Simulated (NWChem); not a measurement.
Molecule: NH2, doublet; SMILES [NH2]

Program: NWChem. Spin-unrestricted. In the optimisation the excess spin sits in b2 (C2v, its own frame). Structure relaxed at the PBE0-D3(BJ)/def2-TZVP, spin-unrestricted level. No stability test was run on the SCF state. B3LYP is NWChem's, with the RPA form of VWN correlation. Level: B3LYP/def2-SVP with COSMO at NWChem's default radii, gas-phase geometry; the question gives the dielectric constant. Reactions with the solvent are ignored.

Q: Predict the results for dielectric constant 4.8. Quantities: electrostatic solvation energy (kcal/mol); dipole in solution (D).

A: 
- electrostatic solvation energy (kcal/mol): -3.6
- dipole in solution (D): 2.14
